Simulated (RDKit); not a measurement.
RDKit input (MMFF94):

```python
from rdkit import Chem
from rdkit.Chem import AllChem, rdDetermineBonds

mol = Chem.MolFromXYZFile('mol.xyz')
rdDetermineBonds.DetermineBonds(mol, charge=-1)
print('SMILES', Chem.MolToSmiles(Chem.RemoveHs(mol)))
ff = AllChem.MMFFGetMoleculeForceField(mol, AllChem.MMFFGetMoleculeProperties(mol))
e0 = ff.CalcEnergy()
flag = ff.Minimize(maxIts=5000, forceTol=1e-5)
print(f'energy {e0:.4f} -> {ff.CalcEnergy():.4f} kcal/mol, converged: {flag == 0}')
print(Chem.MolToXYZBlock(mol))
```
mol.xyz:
```
6

C      0.00000034    -0.00879282     0.11429267
C      0.00063634     0.06997282     1.38676583
C     -0.00016681     0.04932928    -1.23370407
H     -0.00240573    -0.82834392     2.00699519
H      0.92338430     0.07933898    -1.80581793
H     -0.92379778     0.08594923    -1.80530386
```

Output:

```
SMILES C#C[CH2-]
energy 24.8453 -> -2.7115 kcal/mol, converged: True
6

C     -0.000090   -0.139254    0.084637
C      0.001072   -0.321181    1.270523
C     -0.001460    0.075163   -1.313036
H      0.002105   -0.482703    2.323401
H      0.934165    0.154384   -1.852577
H     -0.938141    0.161045   -1.849720
```

The dipole moment of an ion depends on the origin.
